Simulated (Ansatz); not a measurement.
Born–Oppenheimer molecular dynamics of H2 + H3P (6 atoms, charge 0, multiplicity 1). It starts from a relaxed structure.

Theory: UKS PBE/6-31G (Ansatz).

```yaml
ensemble: NVE (velocity Verlet)
time_step: 0.25 fs
steps_asked: 250
starting_velocities_drawn_for: 1000 K
masses: H 2.014 u
seed: 66804
```

Frames 0.5 fs apart, positions in Å.

Velocities at 52.5 fs (Å/ps):

```
H -17.90 16.64 15.95
H 22.45 -0.28 -7.44
P -1.40 0.05 -0.62
H 10.28 -24.00 24.62
H -8.88 -15.55 -8.61
H 15.53 22.44 -14.94
```

```xyz
6
Properties=species:S:1:pos:R:3 time_fs=52.5 energy_less_start_eV=0.089 T=827
H -0.080 0.630 -2.427
H 0.095 0.328 -1.764
P 0.408 0.305 1.390
H 0.891 -1.099 1.556
H -0.651 0.006 0.416
H -0.375 0.073 2.636
6
Properties=species:S:1:pos:R:3 time_fs=53.0 energy_less_start_eV=0.097 T=813
H -0.089 0.638 -2.419
H 0.106 0.327 -1.768
P 0.408 0.305 1.390
H 0.896 -1.111 1.569
H -0.656 -0.002 0.412
H -0.367 0.084 2.628
6
Properties=species:S:1:pos:R:3 time_fs=53.5 energy_less_start_eV=0.109 T=790
H -0.098 0.647 -2.411
H 0.117 0.327 -1.772
P 0.407 0.305 1.390
H 0.901 -1.122 1.580
H -0.660 -0.010 0.408
H -0.360 0.096 2.620
6
Properties=species:S:1:pos:R:3 time_fs=54.0 energy_less_start_eV=0.125 T=759
H -0.107 0.655 -2.404
H 0.128 0.327 -1.775
P 0.406 0.305 1.389
H 0.906 -1.132 1.591
H -0.664 -0.018 0.405
H -0.353 0.108 2.611
6
Properties=species:S:1:pos:R:3 time_fs=54.5 energy_less_start_eV=0.143 T=723
H -0.116 0.664 -2.396
H 0.140 0.327 -1.779
P 0.406 0.305 1.389
H 0.910 -1.141 1.601
H -0.668 -0.026 0.403
H -0.346 0.121 2.603
6
Properties=species:S:1:pos:R:3 time_fs=55.0 energy_less_start_eV=0.164 T=683
H -0.125 0.672 -2.389
H 0.151 0.326 -1.782
P 0.405 0.305 1.389
H 0.914 -1.149 1.610
H -0.672 -0.035 0.402
H -0.341 0.133 2.595
6
Properties=species:S:1:pos:R:3 time_fs=55.5 energy_less_start_eV=0.184 T=644
H -0.134 0.681 -2.381
H 0.163 0.326 -1.786
P 0.405 0.304 1.389
H 0.918 -1.155 1.619
H -0.675 -0.044 0.401
H -0.336 0.146 2.588
6
Properties=species:S:1:pos:R:3 time_fs=56.0 energy_less_start_eV=0.204 T=607
H -0.143 0.689 -2.374
H 0.174 0.326 -1.790
P 0.405 0.304 1.388
H 0.921 -1.160 1.627
H -0.678 -0.052 0.401
H -0.332 0.159 2.581
6
Properties=species:S:1:pos:R:3 time_fs=56.5 energy_less_start_eV=0.220 T=575
H -0.152 0.697 -2.366
H 0.185 0.326 -1.794
P 0.404 0.303 1.388
H 0.923 -1.163 1.635
H -0.680 -0.061 0.402
H -0.330 0.173 2.575
6
Properties=species:S:1:pos:R:3 time_fs=57.0 energy_less_start_eV=0.231 T=553
H -0.161 0.705 -2.358
H 0.196 0.326 -1.798
P 0.404 0.302 1.387
H 0.925 -1.165 1.641
H -0.682 -0.070 0.404
H -0.328 0.186 2.570
6
Properties=species:S:1:pos:R:3 time_fs=57.5 energy_less_start_eV=0.237 T=542
H -0.170 0.713 -2.350
H 0.207 0.327 -1.803
P 0.404 0.301 1.387
H 0.927 -1.165 1.647
H -0.683 -0.078 0.406
H -0.328 0.199 2.567
6
Properties=species:S:1:pos:R:3 time_fs=58.0 energy_less_start_eV=0.235 T=545
H -0.177 0.721 -2.341
H 0.217 0.328 -1.809
P 0.404 0.300 1.386
H 0.928 -1.164 1.653
H -0.684 -0.087 0.410
H -0.329 0.213 2.565
```

Of the whole run (62 fs, mean temperature of the second half 729 K): The conserved energy stayed within 0.046 meV per atom of its start (net change 0.0023 meV per atom), so the integration is sound. A run of 0.062 ps of so small a system gives no equilibrium averages. Limits of this set-up: no polarisation functions.

Run time: 3.9 min on 1 CPU thread of a shared host.
